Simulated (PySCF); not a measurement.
Ionising MgSi

ROHF; basis Mg aug-pcseg-1, Si aug-pcseg-1; no relativity; PySCF 2.14. Neutral (ROHF): triplet (π ↑↑), Re = 2.860 Å, ωe = 150 cm⁻¹, De = 0.18 eV, HOMO -7.10 eV, LUMO -0.68 eV.

MgSi⁻ (UHF): quartet (σ ↑, π ↑↑), Re = 2.968 Å, ωe = 162 cm⁻¹. The energies at the minima are -488.40984 hartree for MgSi and -488.45870 for MgSi⁻.

(1) Work out the adiabatic electron affinity, without and with harmonic zero-point energies (1 hartree = 27.2114 eV, 1 eV = 8065.5 cm⁻¹), and the change of the bond length.

UHF and ROHF references stand side by side, which adds small steps between rows. UHF is strongly spin-contaminated for MgSi, so the ROHF reference used there is far from stable. Hartree–Fock leaves out correlation, which carries a large part of most bond energies and some tenths to 1 eV of ionisation energies. States were picked by a PBE0 search and need not be the measured ground states.

Neutral and ion stand on different kinds of reference determinant, which adds to the error of the difference.

Results:

(1) At HF: 0.04886 hartree = 1.330 eV between the minima; the zero-point term (150.0 − 162.0)/2 cm⁻¹ = -0.001 eV makes it 1.329 eV. Re changes by +10.8 pm against the neutral. The electron enters a σ orbital; in so polar a molecule the change of length follows mostly from the change of the ionic charges.
